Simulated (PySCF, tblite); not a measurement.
# C₄H₄FN: geometry, infrared bands, NMR shifts, spin-spin couplings, electronic excitations and core binding energies

What infrared bands, NMR shifts, spin-spin couplings, electronic excitations and core binding energies should C₄H₄FN (`N#CC/C=C\F`) show?

Computed with tblite 0.8.0 and PySCF 2.14.0, with density-fitted response routines of our own, on a single molecule in the gas phase. Atoms are numbered from 0 throughout.

## Step 1: The starting structure

10 atoms, charge 0, multiplicity 1; geometry from: GFN2-xTB.

Bonds of the start (Å): N0–C1 1.14, C1–C2 1.44, C2–C3 1.50, C3–C4 1.32, C4–F5 1.34, C2–H6 1.09, C2–H7 1.10, C3–H8 1.08, C4–H9 1.08.

## Step 2: Infrared spectrum with GFN2-xTB

Job settings and geometry (Å):

```
{"job": {"kind": "ir", "xc": "GFN2-xTB", "basis": "xTB"}, "charge": 0, "multiplicity": 1}
N     -2.202029     1.910859    -0.326316
C     -1.617365     0.934769    -0.226057
C     -0.865119    -0.290254    -0.087274
C      0.472074    -0.009492     0.536023
C      1.625607    -0.297102    -0.036649
F      1.700540    -0.889855    -1.239152
H     -0.739938    -0.742278    -1.074912
H     -1.442390    -0.972296     0.546513
H      0.475757     0.467706     1.502854
H      2.601744    -0.107402     0.382442
```

**Question.** This job is followed by: PBE0-D3(BJ)/def2-SVP geometry optimisation, gas phase; GIAO PBE0/pcSseg-1 NMR shielding, non-relativistic, gas phase; B3LYP/pcJ-1 indirect spin-spin coupling, non-relativistic, gas phase; TDDFT B3LYP/def2-SVPD, vertical, gas phase, core orbitals frozen in the response; GIAO PBE/pcSseg-2 NMR shielding, non-relativistic, gas phase; delta-SCF UKS SCAN, pcX-2 on the ionised atom, pcseg-1 elsewhere, spin-free X2C. What will the session give for the following? strongest single infrared mode (GFN2-xTB); zero-point energy (GFN2-xTB); point group; rotational constants (main isotopes); ¹³C shifts against TMS (PBE0/pcSseg-1); ¹H shifts against TMS (PBE0/pcSseg-1, means over atoms taken as alike); ¹⁵N shifts against NH3 (PBE0/pcSseg-1); ¹⁹F shifts against CFCl3 (PBE0/pcSseg-1); largest coupling of the table (B3LYP/pcJ-1); lowest singlet (B3LYP/def2-SVPD); brightest single state of those computed; lowest triplet; vertical ionisation energy (ΔSCF); C1s binding energies, SCAN/pcX-2; N1s binding energies, SCAN/pcX-2; F1s binding energies, SCAN/pcX-2; range of the shift of F5.

The runs gave:

| quantity | value |
| --- | --- |
| strongest single infrared mode (GFN2-xTB) | 2416 cm⁻¹, 206 km/mol |
| zero-point energy (GFN2-xTB) | 43.7 kcal/mol |
| point group | C1 |
| rotational constants (main isotopes) | 10.60, 1.73, 1.65 GHz |
| ¹³C shifts against TMS (PBE0/pcSseg-1) | 159.8, 121.4, 107.9, 12.8 ppm |
| ¹H shifts against TMS (PBE0/pcSseg-1, means over atoms taken as alike) | 6.79, 4.85, 3.00 ppm |
| ¹⁵N shifts against NH3 (PBE0/pcSseg-1) | 303.8 ppm |
| ¹⁹F shifts against CFCl3 (PBE0/pcSseg-1) | -114.1 ppm |
| largest coupling of the table (B3LYP/pcJ-1) | ¹J(C,F) C4–F5, -343.6 Hz |
| lowest singlet (B3LYP/def2-SVPD) | 6.90 eV (180 nm), f = 0.038 |
| brightest single state of those computed | state 7, 7.79 eV, f = 0.193 |
| lowest triplet | 4.45 eV |
| vertical ionisation energy (ΔSCF) | 10.44 eV |
| C1s binding energies, SCAN/pcX-2 | C4 293.48, C2 292.78, C1 292.43, C3 291.46 eV |
| N1s binding energies, SCAN/pcX-2 | N0 405.19 eV |
| F1s binding energies, SCAN/pcX-2 | F5 693.74 eV |
| range of the shift of F5 | -131.1 to -114.1 ppm |

**Reading.** No mode is imaginary among the 24: a minimum at this level. The strongest single mode, at 2416 cm⁻¹, moves mainly C1 and N0. GFN2-xTB is a fitted tight-binding method: band positions and strengths are rough. Its intensities can rank the bands wrongly. Over 5 steps the energy fell by 0.044 eV; of the close pairs, C1–C2 changed most, 1.444 to 1.461 Å. No frequency check was run at this level, so the end point may be a saddle. At PBE0/pcSseg-1: Shielding is most anisotropic at N0 (span 517 ppm, paramagnetic term -377 ppm). Of the pairs tabulated at B3LYP/pcJ-1, C4–F5 couples most strongly (-343.6 Hz; Fermi contact -324.1 Hz). Couplings across rotatable bonds belong to this one conformer; where others are populated, the observed values are averages. The lowest singlet, at 6.90 eV, is HOMO→LUMO+1 0.86, HOMO→LUMO 0.11 and is weak; of the 10 states computed, the strongest absorption comes from state 7 at 7.79 eV. The lowest triplet lies 2.45 eV below the lowest singlet (triplets in Tamm-Dancoff, singlets in full TDDFT). The orbital energy would give 7.93 eV for ionisation, ΔSCF gives 10.44 eV. C4 (alkene CH) binds its C1s electron 2.02 eV more tightly than C3 (alkene CH). In ppm, F5 moves most: its shift spreads over 17.0 ppm, from -131.1 (PBE/pcSseg-2) to -114.1 (PBE0/pcSseg-1).
